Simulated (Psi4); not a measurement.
Reaction (SMILES): O=S(F)F + 3 [H][H] (H2) → 2 F (HF) + O (H2O) + S (H2S)
B3LYP-D3(BJ)/def2-TZVP geometries, fixed; electronic energies without zero-point terms.

Basis-set convergence of the energy of full hydrogenation at MP2 with Psi4. Cartesian d functions, on some or all atoms, in 6-31G*, 6-31G**, 6-31+G*; all else is spherical. Density fitting with the program's default auxiliary sets. Cores are frozen. Psi4's default fitting sets serve the pcseg sets less well. No added dispersion term, no relativity. Functions are those of the species that has most. Reference: Hartree-Fock in cc-pV(Q+d)Z plus the correlation part extrapolated as X^-3 from cc-pV(T+d)Z and cc-pV(Q+d)Z, -60.91 kcal/mol, itself unsure by roughly 0.45 kcal/mol (a third of the extrapolation step and of the last Hartree-Fock step). Deviations are taken from unrounded values.

```csv
basis,functions,energy of full hydrogenation (kcal/mol),minus reference (kcal/mol)
def2-SV(P),60,-43.13,17.77
6-31G*,64,-40.32,20.59
6-31G**,64,-58.60,2.30
cc-pV(D+d)Z,65,-76.42,-15.51
6-31+G*,80,-56.46,4.45
aug-pcseg-1,96,-88.04,-27.14
pcseg-2,124,-64.01,-3.10
cc-pV(T+d)Z,129,-60.83,0.07
def2-TZVP,130,-53.95,6.95
def2-TZVPPD,171,-65.59,-4.68
aug-pcseg-2,188,-62.95,-2.05
aug-cc-pV(T+d)Z,193,-63.43,-2.53
def2-QZVPPD,277,-63.09,-2.19
```
